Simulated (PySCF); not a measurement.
Compound: C5H6F (charge +1).
Z-matrix (Å and degrees, GFN2-xTB geometry), rows numbered from 1:
```
C 
C   1  1.4368
C   2  1.4144  1  150.58
C   3  1.4368  2  150.54  1    -0.01
C   2  1.3812  1  150.22  3  -179.89
F   5  1.2759  2  149.19  3   179.68
H   1  1.0953  2  108.81  3   107.23
H   1  1.0922  2  110.59  3  -137.23
H   1  1.0882  2  111.96  3   -12.92
H   4  1.0922  3  110.62  2   137.23
H   4  1.0882  3  111.95  2    12.91
H   4  1.0953  3  108.80  2  -107.22
```

The closed-shell SCF was solved with PySCF and density fitting under several settings on one GFN2-xTB geometry (grid level 2 and gas phase unless stated).

```json
{"settings": "PBE0/pcSseg-1", "basis functions": "132", "SCF cycles": "13", "E (Eh)": "-293.2710", "HOMO (eV)": "-15.23", "LUMO (eV)": "-6.65"}
{"settings": "PBE0/def2-SVPD", "basis functions": "171", "SCF cycles": "13", "E (Eh)": "-293.1048", "HOMO (eV)": "-15.25", "LUMO (eV)": "-6.65"}
{"settings": "LC-wPBE/IGLO-II, fitting basis def2-qzvpp-jkfit, start guess vsap", "basis functions": "168", "SCF cycles": "11", "E (Eh)": "-293.5185", "HOMO (eV)": "-17.83", "LUMO (eV)": "-4.27"}
{"settings": "KT2/pcSseg-0", "basis functions": "66", "SCF cycles": "14", "E (Eh)": "-297.6724", "HOMO (eV)": "-14.20", "LUMO (eV)": "-8.00"}
```

Q: Estimate the rows for these settings: (1) B97-2/pcSseg-1, IEF-PCM methanol; (2) PBE0/Sadlej pVTZ.

A: 
```csv
settings,basis functions,SCF cycles,E (Eh),HOMO (eV),LUMO (eV)
"B97-2/pcSseg-1, IEF-PCM methanol",132,13,-293.5966,-10.40,-2.04
PBE0/Sadlej pVTZ,198,13,-293.3719,-15.17,-6.55
```

Q: Over all rows, what range does the HOMO–LUMO gap span?

A: From 6.20 eV (KT2/pcSseg-0) to 13.56 eV (LC-wPBE/IGLO-II, fitting basis def2-qzvpp-jkfit, start guess vsap). The functional of the narrowest has no exact exchange, that of the widest range-separated exact exchange.

Q: Compare two rows with the functional PBE0: PBE0/pcSseg-1 and PBE0/def2-SVPD. Which energy is lower, and by how much?

A: PBE0/pcSseg-1 (132 functions) lies 0.1662 Eh or 104 kcal/mol below PBE0/def2-SVPD (171 functions). The smaller set gives the lower energy; the two sets aren't nested, so the variational bound doesn't order them by size.

Cycle counts include a coarse-grid stage where the run had one. KT2 was designed for NMR shieldings or shifts; total energies of different functionals aren't comparable. Geometry: GFN2-xTB; no vibrations or thermal averaging.
